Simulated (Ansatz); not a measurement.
Born–Oppenheimer molecular dynamics of C2HSi (4 atoms, charge -1, multiplicity 1). It starts from a relaxed structure.

All numbers below come from Ansatz, RHF/def2-SVP.

| Property | Result |
| --- | --- |
| ensemble | NVT, Nosé–Hoover chain |
| time step | 0.5 fs |
| steps asked | 400 |
| set temperature | 400 K |
| thermostat | time constant 50 fs, chain length 5 |
| seed | 776508 |

First frame:

```xyz
4
Properties=species:S:1:pos:R:3
C -0.170 -0.921 0.597
Si 1.347 0.253 0.590
C -0.217 0.148 -0.238
H -0.960 0.520 -0.949
```

How far do the bonds stretch over the last three quarters of this one trajectory? (Pairs bonded in most of those frames.)


| bond | mean (Å) | spread (Å) | shortest | longest |
| --- | --- | --- | --- | --- |
| C1–Si2 | 1.924 | 0.067 | 1.81 | 2.04 |
| C1–C3 | 1.362 | 0.037 | 1.30 | 1.43 |
| Si2–C3 | 1.776 | 0.019 | 1.74 | 1.82 |
| C3–H4 | 1.100 | 0.038 | 1.03 | 1.16 |

Mean temperature of the second half: 523 K. The conserved energy stayed within 0.46 meV per atom of its start (net change 0.11 meV per atom), so the integration is sound. The mean temperature of the second half is 31 % above the set value. A run of 0.2 ps of so small a system gives no equilibrium averages. Limits of this set-up: an anion without diffuse functions, the dipole of an ion depends on the origin.

Run time: 110 s on 1 CPU thread of a shared host.
